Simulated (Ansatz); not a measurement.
in.yaml

```yaml
crystal:
  periodic: [false, false, false]
  atoms:
    - {symbol: Ge, position_ang: [0.000000, 0.003702, 1.173607]}
    - {symbol: Ge, position_ang: [0.000000, -0.043821, -1.230994]}
    - {symbol: H, position_ang: [0.000000, 2.605041, 3.266918]}
    - {symbol: H, position_ang: [0.000000, -1.264724, 2.060983]}
    - {symbol: H, position_ang: [0.000000, 1.551041, -1.192093]}
basis:
  gaussian: {orbitals: pcseg-2}
magnetization: {spin_polarized: false, initial_magnetization: 1}
correlation: {active_space: {ras: {orbitals: [5, 1, 94], electrons: 11, max_holes: 2, max_particles: 2}, fixed_orbitals: true}}
```

```sh
$ ansatz run in.yaml --threads 1 --pin off --events-out ev --progress --plain --max-ram 2393MiB
```

The program prints:

```
813 factors; integrals over basis functions are off by at most 1.3e-3 eV
mean field evaluation 1: about -112987.3342 eV, gradient 1.4e1 eV
mean field evaluation 2: about -112987.3362 eV, gradient 1.4e1 eV
mean field evaluation 4: about -112988.2490 eV, gradient 9.2e0 eV
mean field evaluation 8: about -112989.0930 eV, gradient 3.7e-1 eV
mean field evaluation 16: about -112989.0970 eV, gradient 2.9e-5 eV
mean field evaluation 32: about -112986.1521 eV, gradient 4.4e0 eV
mean field evaluation 64: about -112989.9255 eV, gradient 9.7e-3 eV
mean field evaluation 96: about -112990.1363 eV, gradient 2.7e-6 eV
mean field evaluation 128: about -112986.5947 eV, gradient 6.0e0 eV
mean field evaluation 160: about -112988.9023 eV, gradient 4.0e0 eV
mean field -112990.13633646 eV, -4152.3109228999 hartree, gradient 8.9e-6 eV, S^2 0.750000; 12 other end points of the search recorded, 0 dependent functions left out
reference -112990.13633646 eV, -4152.3109228999 hartree; 34, 33 occupied and 94, 95 virtual orbitals, 813 factors
state -112995.92550841 eV, -4152.5236710450 hartree
Total energy: -112995.92550841 eV, -4152.5236710450 hartree
```

Ran on 1 thread of AMD EPYC 9R14, shared host: 75 s wall, 1 GiB peak host memory.
